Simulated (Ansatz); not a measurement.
Results of PBE (Ansatz, a quantum-chemistry and plane-wave program, plane waves, PAW) for 1T (CdI2-type) PtS2.

Numerical settings: plane-wave cutoff 500 eV, 18×18×8 k mesh (along the axes of the cell as run), Fermi–Dirac smearing 0.05 eV, scalar-relativistic PAW data made under PBE.

Computed at the level's own relaxed cell.

Problem. Predict the equilibrium volume per atom, lattice constant a, lattice parameter c and band gap.

Solution. 
- equilibrium volume per atom: 23.72 Å³/atom
- lattice constant a: 3.577 Å
- lattice parameter c: 6.423 Å
- band gap: 1.52 eV (on the SCF k mesh)

Measured, for comparison: band gap 0.7 eV (temperature not stated, not corrected to a static lattice, bulk, cited; as tabulated in Two-dimensional noble-metal chalcogenides and phosphochalcogenides, Angew. …); lattice constant a 3.542 Å (temperature not stated, not corrected to a static lattice; as tabulated in Björkman (2014), arXiv:1406.2436); lattice parameter c 5.036 Å (temperature not stated, zero-point anharmonic expansion removed (computed with revB86b-DF2); no thermal correction; as tabulated in Björkman (2014), arXiv:1406.2436). Computed (rounded) less measured: lattice constant a +1.0 %, lattice parameter c +27.5 %.

Note: the cell comes from a level without a dispersion term, which matters for the spacing of layers, chains or molecules; the cell has widely spaced layers and the level no dispersion term, so their spacing and the moduli can rest on weak binding.

Spin–orbit coupling is not included.

Static lattice: no zero-point or thermal effects.

It cost around 4 core-minutes (rough) of CPU time.
